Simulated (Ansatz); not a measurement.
Coupled-cluster diagnostics for Mg₂S⁺ (the lowest doublet isomer of a short search), Ansatz.

Geometry of the doublet (PBE0-D4/def2-TZVP):

```
atom   x (Å)   y (Å)   z (Å)
 Mg1   1.871  -0.716   0.144
 Mg2  -2.008   0.036   0.032
  S3   0.137   0.680  -0.175
```

Correlated methods freeze 7 core orbitals; core or outer-core shells of Mg are correlated, in sets that lack core-valence functions. The structure comes from a short search, and lower isomers may exist.

Geometry of the charge 1 quartet (PBE0-D4/def2-TZVP):

```tsv
atom	x (Å)	y (Å)	z (Å)
Mg1	0.848	1.833	-1.001
Mg2	-1.457	-1.343	1.073
S3	0.609	-0.490	-0.073
```

(1) Estimate the CCSD(T) correlation energy, the shares of MP2 and (T), T1 and the reference's ⟨S²⟩ for: charge 1, doublet, own geometry in def2-TZVPP; charge 1, quartet, own geometry in def2-TZVPP; and the rough time on 4 threads of Arm Neoverse V1 on a shared host.

Results:

(1) 
| state | basis | correlation (eV) | MP2 share (%) | (T) share (%) | T1 | ⟨S²⟩ (pure) | wall time | remarks |
| --- | --- | --- | --- | --- | --- | --- | --- | --- |
| charge 1, doublet, own geometry | def2-TZVPP | -15.573 | 92.4 | 2.9 | 0.057 | 0.76 (0.75) | 8 s | large T1 |
| charge 1, quartet, own geometry | def2-TZVPP | -14.330 | 91.7 | 2.0 | 0.011 | 3.76 (3.75) | 6 s | – |
Customary marks for T1 are 0.02 (closed shells), 0.045 (open shells) and about 0.05 (3d metals). T1 exceeds 0.02 in 1 of 2 rows and 0.045 in 1; the higher it lies, the less the single-reference result can be trusted.
